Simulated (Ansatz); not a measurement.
## CH2F2, SMILES FCF: the interaction energy of a dimer with the counterpoise correction, step by step

With the Ansatz DFT code, driven from Python.

Run as a notebook:

**Cell 1**
```python
import ansatz
```

**Cell 2**
```python
FIRST = [
    ("F", (-1.0368, 0.1996, 0.7387)),
    ("C", (-0.0215, 0.0029, -0.072)),
    ("F", (1.0192, -0.1733, 0.7254)),
    ("H", (-0.1183, -0.8907, -0.6568)),
    ("H", (0.1573, 0.8614, -0.7352)),
]
SECOND = [
    ("F", (-2.4927, -1.6546, 2.5852)),
    ("C", (-2.1804, -2.3127, 1.4916)),
    ("F", (-2.8802, -1.7283, 0.5332)),
    ("H", (-1.1466, -2.2151, 1.2237)),
    ("H", (-2.4476, -3.3775, 1.5529)),
]
```

**Cell 3**
```python
def energy(atoms, ghosts=()):
    molecule = ansatz.Crystal.molecule()
    for symbol, xyz in atoms:
        molecule = molecule.atom(symbol, xyz)
    calc = (
        molecule.calculation()
        .basis(gaussian="cc-pVDZ")
        .functional("b3lyp")
    )
    deck = calc.input()
    if ghosts:
        deck = deck.set(ansatz.key.basis.gaussian.ghost_atoms, [{"symbol": s, "position_ang": list(xyz)} for s, xyz in ghosts])
    return ansatz.Session.from_dict(deck).plan().execute().report["free_energy_ev"]
```

**Cell 4**
```python
# monomers in their own basis and in the basis of the dimer
both = energy(FIRST + SECOND)
alone = energy(FIRST) + energy(SECOND)
ghosted = energy(FIRST, SECOND) + energy(SECOND, FIRST)
print(f"dimer {both:.6f} eV")
print(f"interaction, uncorrected   {(both - alone):8.3f} eV")
print(f"interaction, counterpoise  {(both - ghosted):8.3f} eV")
print(f"basis-set superposition    {(alone - ghosted):8.3f} eV")
```
Output:
```text
dimer -13006.165947 eV
interaction, uncorrected     -0.037 eV
interaction, counterpoise     0.092 eV
basis-set superposition       0.128 eV
```

Uncorrected it is -0.037 eV, with the counterpoise correction 0.092 eV; the difference, 0.129 eV, is the superposition error. The sign changes with the correction, so this basis doesn't settle it.

Caveats:
- Total energies depend on the basis set; only differences at equal settings carry meaning.
- The dimer is a generated trial pose of unrelaxed monomers, not a minimum, so the figure is no binding energy, and the basis set is small.
- b3lyp holds the VWN-RPA fit, as in Gaussian; the form of ORCA and Turbomole is b3lyp5.
- This level lacks the dispersion part of the attraction (electrostatics and induction are there), which can decide the sign where the interaction is weak.
- Run time: 8.8 s on 1 thread of Arm Neoverse V2 (shared host), peak memory 0.25 GiB.
